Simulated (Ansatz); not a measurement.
For hcp Zn, r²SCAN (PAW; Ansatz, a first-principles code) gives:

```
Item                       Value
------------------  ------------
lattice constant a       2.605 Å
c axis length            4.924 Å
cohesive energy     1.47 eV/atom
```

Q: What does Hartree–Fock in Ansatz (PAW) give for the same quantities?

A: 
- lattice constant a: 2.749 Å (grows by 5.5 %)
- lattice parameter c: 5.901 Å (goes up by 20 %)
- cohesive energy: 0.04 eV/atom (drops by 1.43 eV/atom)

For comparison: lattice constant a 2.665 Å (measured, 293 K, no zero-point or thermal correction, our sources range from 2.660 to 2.665; as tabulated in Wikipedia's data pages); lattice parameter c 4.946 Å (measured, 293 K, not corrected to a static lattice; as tabulated in Wikipedia's data pages); cohesive energy 1.38 eV/atom (measured, finite-temperature (and zero-point) corrections as in the cited sets; as tabulated in Jana et al. (2018), arXiv:1807.00350).

Changes are worked out from the printed values.

Unless a cell is named, each level is at its own relaxed cell (r²SCAN 14.47, Hartree–Fock 19.32 Å³/atom).

Ansatz's density-functional and Hartree–Fock values are scalar-relativistic unless marked +SOC, with PAW data made under PBE.
